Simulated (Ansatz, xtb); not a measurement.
# C3H10N+: which of two isomers lies lower

Structure X: `CC(C)[NH3+]`, a singlet. Structure Y: `CC[NH2+]C`, a singlet. Both are isolated ions in the gas phase, relaxed with BLYP-D3(BJ)/def2-SVP; the shapes shown needn't be the lowest conformers.

X (Å):

```yaml
atoms:
  - { symbol: C, position_ang: [-1.4079, -1.6775, 1.4715] }
  - { symbol: C, position_ang: [-0.3829, -1.4281, 0.3645] }
  - { symbol: C, position_ang: [-0.9288, -1.5516, -1.0586] }
  - { symbol: N, position_ang: [0.1862, 0.0105, 0.5438] }
  - { symbol: H, position_ang: [-0.9710, -1.5600, 2.4834] }
  - { symbol: H, position_ang: [-2.2868, -1.0078, 1.3728] }
  - { symbol: H, position_ang: [-1.7739, -2.7187, 1.3907] }
  - { symbol: H, position_ang: [0.5045, -2.0781, 0.5002] }
  - { symbol: H, position_ang: [-1.2801, -2.5889, -1.2170] }
  - { symbol: H, position_ang: [-0.1551, -1.3456, -1.8251] }
  - { symbol: H, position_ang: [-1.7951, -0.8786, -1.2236] }
  - { symbol: H, position_ang: [0.6038, 0.1453, 1.4842] }
  - { symbol: H, position_ang: [0.9155, 0.2272, -0.1619] }
  - { symbol: H, position_ang: [-0.5664, 0.7185, 0.4365] }
```

Y (Å):

```yaml
atoms:
  - { symbol: C, position_ang: [-1.1671, -0.7375, -0.1870] }
  - { symbol: C, position_ang: [-0.6734, 0.5510, 0.4622] }
  - { symbol: C, position_ang: [1.7384, -0.2398, 0.9624] }
  - { symbol: N, position_ang: [0.4316, 0.3010, 1.5031] }
  - { symbol: H, position_ang: [-1.5513, -1.4581, 0.5636] }
  - { symbol: H, position_ang: [-0.3927, -1.2310, -0.8042] }
  - { symbol: H, position_ang: [-2.0096, -0.4858, -0.8598] }
  - { symbol: H, position_ang: [-1.4813, 1.0708, 1.0118] }
  - { symbol: H, position_ang: [-0.2397, 1.2582, -0.2705] }
  - { symbol: H, position_ang: [0.6165, 1.1891, 2.0053] }
  - { symbol: H, position_ang: [0.0653, -0.3508, 2.2235] }
  - { symbol: H, position_ang: [1.5567, -1.2294, 0.5120] }
  - { symbol: H, position_ang: [2.4585, -0.3277, 1.7950] }
  - { symbol: H, position_ang: [2.1172, 0.4631, 0.1997] }
```

Energies in hartree; the thermal terms are from BLYP-D3(BJ)/def2-SVP harmonic frequencies (ideal gas, rigid rotor, one conformer each, 298.15 K, 1 atm) and include the zero-point energy:

```
                              X           Y
E, CCSD(T)/def2-SVP  −174.225381  −174.217403
    E, MP2/def2-SVP  −174.148914  −174.139671
  E, MP2/def2-TZVPP  −174.474432  −174.465143
  zero-point energy     0.130944     0.131907
       H(298 K) − E     0.137712     0.138634
       G(298 K) − E     0.103164     0.103720
```

Correct the CCSD(T) difference for the basis set by the MP2 change, then work out ΔE, ΔE₀, ΔH and ΔG for X → Y in kJ/mol (1 Eh = 2625.50 kJ/mol) and the equilibrium ratio [Y]/[X].

1. Differences Y − X: CCSD(T) +0.007978, MP2 in the small set +0.009243, MP2 in the large set +0.009289 Eh.
2. ΔE = +0.007978 + (+0.009289 − (+0.009243)) = +0.008024 Eh = +21.07 kJ/mol.
3. ΔE₀ = ΔE + ΔZPE = +0.008024 + (+0.000963) Eh = +23.60 kJ/mol.
4. ΔH = ΔE + (+0.000922) Eh = +23.49 kJ/mol.
5. ΔG = ΔE + (+0.000556) Eh = +22.53 kJ/mol, so ΔS = (ΔH − ΔG)/T = +3.2 J/(mol K).
6. kT = 0.9442 mEh, so K = [Y]/[X] = exp(−ΔG/kT) = exp(−9.09) ≈ 1.1 × 10^−4.

Structure X is favoured at this temperature. An error of 4 kJ/mol in ΔG would change K by a factor of 5. Mirror images and further conformers aren't counted.

As drawn, Y has 1 C–N, 1 C–H in place of 1 C–C, 1 N–H.

Other levels gave ΔE = +3.6 (GFN2-xTB); +6.6 (HF/STO-3G, GFN2-xTB geometries); +25.1 (r2SCAN-D4/def2-SVP, GFN2-xTB geometries); +18.0 (BLYP-D3(BJ)/def2-SVP); +15.7 (HF/def2-SVP); +24.3 (MP2/def2-SVP); +20.9 (CCSD(T)/def2-SVP) kJ/mol. The correlated steps freeze 4 core orbitals. Programs: Ansatz 0.2.0, xtb 6.7.1.
